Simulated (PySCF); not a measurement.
# F3N (Nitrogen trifluoride): the cost of one run

Computed with PySCF 2.14.0, with density-fitted response routines of our own, on a single molecule in the gas phase. Atoms are numbered from 0 throughout.

## 1. Starting geometry

4 atoms, charge 0, multiplicity 1; geometry from: GFN2-xTB. The atoms were then displaced at random by about 0.01 Å, so the start is not that level's minimum.

Bonds of the start (Å): F0–N1 1.33, N1–F2 1.37, N1–F3 1.39.

## 2. Geometry optimisation at PBE0-D3(BJ)/def2-SVP

What the job is given:

```
{"job": {"xc": "PBE0", "basis": "def2-SVP", "d3": "d3bj", "grid": 1, "shake": 0.01, "kind": "geom"}, "charge": 0, "multiplicity": 1}
F     -0.518390     1.079550    -0.149290
N     -0.004400    -0.002390     0.425450
F     -0.702660    -1.022760    -0.158600
F      1.263440    -0.079770    -0.150570
```

Command:

```
$ OMP_NUM_THREADS=1 python probes_run.py task.json out
```

This one command runs all jobs of the session in turn.

**Question.** How long does this first job take on 1 thread of Arm Neoverse V1, shared host, and how much memory does it need?

About 4.4 s, with a peak of 0.27 GiB.
